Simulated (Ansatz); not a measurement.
Molecule: C₄H₅ (charge 0, doublet). It need not be the lowest isomer of its formula. SMILES: [CH]=CC=C
Geometry from a B3LYP-D3(BJ)/def2-TZVP (Ansatz, an electronic-structure program) optimisation:
```
C
C 1 1.3330
H 2 1.0816 1 121.49
H 2 1.0837 3 117.06 1 -180.00
H 1 1.0850 2 119.87 3 0.00
C 1 1.4630 5 116.51 2 -180.00
C 6 1.3126 1 124.98 5 0.00
H 7 1.0788 6 138.30 1 0.00
H 6 1.0899 7 119.18 8 -180.00
```
Charge 0, spin multiplicity 2.

Quantity: atomisation energy (electronic, to ground-state atoms), in kJ/mol. Correlated levels leave the core frozen unless marked. UHF or UKS for open shells. Spin-orbit coupling is left out. Non-relativistic. The coupled-cluster limit lacks core correlation, which all-electron functionals hold. CBS marks a two-point X^-3 extrapolation of the correlation energy; Hartree-Fock from the larger set. The bracket is a focal-point correction in the basis named.

```json
[
 {"level": "HF/STO-3G", "program": "Ansatz", "atomisation energy (kJ/mol)": "3325.6", "minus last row": "-391.5"},
 {"level": "HF/6-31G", "program": "Ansatz", "atomisation energy (kJ/mol)": "2699.0", "minus last row": "-1018.1"},
 {"level": "RI-HF/aug-cc-pVTZ", "program": "Ansatz", "atomisation energy (kJ/mol)": "2815.4", "minus last row": "-901.7"},
 {"level": "RI-HF/cc-pVQZ", "program": "Ansatz", "atomisation energy (kJ/mol)": "2820.4", "minus last row": "-896.7"},
 {"level": "B3LYP-D4/def2-TZVPD", "program": "Ansatz + dftd4", "atomisation energy (kJ/mol)": "3750.5", "minus last row": "33.4"},
 {"level": "r2SCAN0/def2-TZVPD", "program": "Ansatz", "atomisation energy (kJ/mol)": "3707.0", "minus last row": "-10.1"},
 {"level": "HSE06-D3(BJ)/def2-TZVPD", "program": "Ansatz + dftd3", "atomisation energy (kJ/mol)": "3786.0", "minus last row": "68.9"},
 {"level": "MP2/6-31G", "program": "Ansatz", "atomisation energy (kJ/mol)": "3221.7", "minus last row": "-495.4"},
 {"level": "SCS-MP2/STO-3G", "program": "Ansatz", "atomisation energy (kJ/mol)": "3655.7", "minus last row": "-61.4"},
 {"level": "RI-MP2/CBS(cc-pVTZ,cc-pVQZ)+[CCSD(T)-MP2]/cc-pVTZ", "program": "Ansatz", "atomisation energy (kJ/mol)": "3717.1", "minus last row": "0.0"}
]
```

The UHF reference is spin-contaminated (<S^2> 0.50 over the pure value in the largest basis). The T1 diagnostic of CCSD in the largest basis is 0.049, which is high, so the coupled-cluster rows are less sure than usual.
